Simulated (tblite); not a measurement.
Compound: C5H5O (doublet state).
SMILES: `C(=C(\C)C#C)/[O]`

The geometry is computed with GFN2-xTB (gas phase). This method treats the open shell by occupation alone, without spin polarisation.

Masses are those of the commonest isotopes; rigid-rotor values at the optimised geometry. 

(1) What are A, B and C (MHz)?

(2) Classify the top.

(3) Is it planar, by Δ = Ic − Ia − Ib?

(4) Give the other two planar moments, Paa and Pbb, and the rms extents of the mass along the axes.

(5) Give the coordinates in the principal-axis frame, origin at the centre of mass.

(6) Estimate the classical rotational partition function at 10 K, 50 K and 100 K.

Results:

(1) Ia = 112.14, Ib = 143.08, Ic = 252.13 u·Å²; 505379 MHz·u·Å²/I gives A = 4506, B = 3532, C = 2004 MHz.

(2) An asymmetric top. Ray's parameter κ = (2B − A − C)/(A − C) = 0.221; −1 is the prolate and +1 the oblate limit.

(3) Not planar: Δ = Ic − Ia − Ib = -3.10 u·Å². For a rigid frame Δ = −2 Σ m c², so Σ m c² = 1.55 u·Å² lies off the ab plane, practically all of it from hydrogen. The atom farthest from that plane is 0.88 Å away.

(4) Paa = Σ m a² = (Ib + Ic − Ia)/2 = 141.54 and Pbb = Σ m b² = (Ia + Ic − Ib)/2 = 110.60 u·Å². With the mass M = 81.03 u, the rms extents √(P/M) along a, b and c are 1.32, 1.17, 0.14 Å.

(5) The sense of each axis is arbitrary; atoms in the order of the calculation.
| atom | mass (u) | a (Å) | b (Å) | c (Å) |
| --- | --- | --- | --- | --- |
| C1 | 12.000 | -1.979 | 1.176 | 0.000 |
| C2 | 12.000 | -1.074 | 0.371 | 0.000 |
| C3 | 12.000 | -0.024 | -0.528 | 0.000 |
| C4 | 12.000 | -0.313 | -1.985 | 0.000 |
| C5 | 12.000 | 1.327 | -0.037 | 0.000 |
| O6 | 15.995 | 1.665 | 1.133 | 0.000 |
| H7 | 1.008 | -2.759 | 1.878 | 0.000 |
| H8 | 1.008 | -0.904 | -2.257 | 0.877 |
| H9 | 1.008 | -0.905 | -2.256 | -0.876 |
| H10 | 1.008 | 0.609 | -2.562 | -0.001 |
| H11 | 1.008 | 2.087 | -0.844 | 0.000 |

(6) Point group Cs, symmetry number σ = 1; q = (√π/σ)·√((kT/h)³/(ABC)), k/h = 20836.6 MHz/K: 944 at 10 K, 10600 at 50 K, 29800 at 100 K.

For this open shell read J as N, the rotation without spin; fine and hyperfine splittings come on top. Its lowest GFN2-xTB frequency is 6i cm⁻¹, too small to tell a flat minimum from a shallow saddle. No vibrational averaging or centrifugal distortion is included, and the geometry carries the error of its method.

Time: 0.1 s of wall time. Hardware: one thread, Arm Neoverse V2 (aarch64) (shared host). This is the geometry optimisation.
